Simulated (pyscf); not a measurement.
## Four-centre exchange: H₂N–Zr(NH₂)(NH₂)–NH₂ (SMILES [NH2][Zr]([NH2])([NH2])[NH2]) + H₂ (SMILES [H][H]) → NH₃ (SMILES N) + H₂N–ZrH(NH₂)–NH₂ (SMILES [NH2][ZrH]([NH2])[NH2])

Gas phase, singlet surface, charge 0. Bonds broken: N1–Zr2, H14–H15. Bonds formed: N1–H14, Zr2–H15. Structures and frequencies: ωB97X-D3(BJ)/def2-SVP in PySCF.

Transition state (Å):

```xyz
15

N      0.6208     2.0983     0.7764
Zr    -0.7570     0.4180     1.2527
N     -0.5309    -1.1971     0.0225
N     -2.6519     0.9536     1.7973
N      0.0801    -0.1653     3.0364
H      0.5768     3.0141     1.2213
H      1.5419     1.9775     0.3574
H     -0.1046    -2.0920     0.2526
H     -0.9376    -1.2591    -0.9091
H     -2.9925     1.0351     2.7534
H     -3.4319     1.1059     1.1611
H     -0.3249    -0.8182     3.7071
H      0.9762     0.1434     3.4109
H     -0.2947     1.9733    -0.1412
H     -1.1555     1.4990    -0.5903
```

One imaginary mode, 1282i cm⁻¹; descent along it reached the two sides named, in the forms told below.

```
bond     change  reactant side (Å)  saddle  product side
-------  ------  -----------------  ------  ------------
N1–Zr2   breaks              2.053   2.224         2.465
H14–H15  breaks              0.762   1.081           2.6
N1–H14    forms                2.7   1.302         1.020
Zr2–H15   forms                3.2   2.173         1.913
```

Electronic energies relative to the separated reactants (kcal/mol):

```json
[
 {"level": "ωB97X-D3(BJ)/def2-TZVP", "barrier": "23.2", "reaction energy": "+19.8", "reverse barrier": "3.3"},
 {"level": "PBE/def2-TZVP", "barrier": "21.5", "reaction energy": "+18.0", "reverse barrier": "3.4"},
 {"level": "r²SCAN/def2-TZVP", "barrier": "21.7", "reaction energy": "+19.7", "reverse barrier": "2.0"},
 {"level": "B3LYP-D3(BJ)/def2-TZVP", "barrier": "23.8", "reaction energy": "+19.1", "reverse barrier": "4.7"},
 {"level": "PBE0-D3(BJ)/def2-TZVP", "barrier": "21.1", "reaction energy": "+17.9", "reverse barrier": "3.3"},
 {"level": "M06-2X/def2-TZVP", "barrier": "24.5", "reaction energy": "+21.2", "reverse barrier": "3.3"},
 {"level": "ωB97M-D3(BJ)/def2-TZVP", "barrier": "23.8", "reaction energy": "+17.7", "reverse barrier": "6.1"},
 {"level": "HF/def2-TZVP", "barrier": "33.4", "reaction energy": "+13.7", "reverse barrier": "19.7"}
]
```

With ωB97M-D3(BJ)/def2-TZVP energies and thermal terms (ideal gas, 1 atm, RRHO with modes under 100 cm⁻¹ raised to 100, one conformer, R ln 2 for chiral ones without a mode under 150 cm⁻¹), in kcal/mol:

```csv
T (K),ΔH‡,ΔG‡,ΔH,ΔG
298,24.6,32.9,+20.3,+18.8
600,23.5,41.8,+18.8,+17.9
900,23.3,51.0,+17.7,+17.7
1200,23.4,60.2,+17.0,+17.8
```

On the product side the descent ends in an adduct with a N–Zr contact (not fully relaxed), 18.5 kcal/mol under the separated species and 21.8 kcal/mol under the saddle at ωB97X-D3(BJ)/def2-TZVP. What is counted as broken (N–Zr) persists as a longer contact in the product adduct; parting that adduct is a step of its own. At the saddle there is also a short H–Zr contact that neither side keeps. This is the saddle that the search found; another between the same sides may lie lower. Elements past Kr carry the def2 core potentials, without spin-orbit coupling.
